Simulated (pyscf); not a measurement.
Optimised with ωB97X-D3(BJ)/def2-SVP in PySCF. MP2 and CC: frozen core, UHF for open shells. ΔMP2 is the change of the MP2 total energy from the triple- to the quadruple-zeta basis.

### Question
H₂B–Cl (SMILES BCl) + CH₄ (SMILES C) → BH₃ (SMILES B) + H₃C–Cl (SMILES CCl)
Surface: singlet. Broken: B–Cl, C–H. Formed: B–H, C–Cl. Give ΔE‡ and ΔE from CCSD(T)/def2-TZVPP + ΔMP2(QZVPP), relative to the separated reactants.

### Answer
ΔE‡ = 88.8 kcal/mol, ΔE = +42.2 kcal/mol. Zero-point energy shifts the barrier by +0.5 kcal/mol. It is a concerted two-bond exchange, with an imaginary mode of 933i cm⁻¹. On the product side the descent ends in an adduct with a B–Cl contact, 9.4 kcal/mol under the separated species and 55.4 kcal/mol under the saddle at ωB97X-D3(BJ)/def2-TZVP. What is counted as broken (B–Cl) persists as a longer contact in the product adduct; parting that adduct is a step of its own. The same reactants have a lower exit, to H₃C–BH–Cl + H₂ (barrier +28.8 kcal/mol at ωB97M-D3(BJ), against +86.3 kcal/mol here). One saddle was located; it need not be the lowest between these sides. The CCSD(T) − MP2 part came from Ansatz, without density fitting, on the same reference.
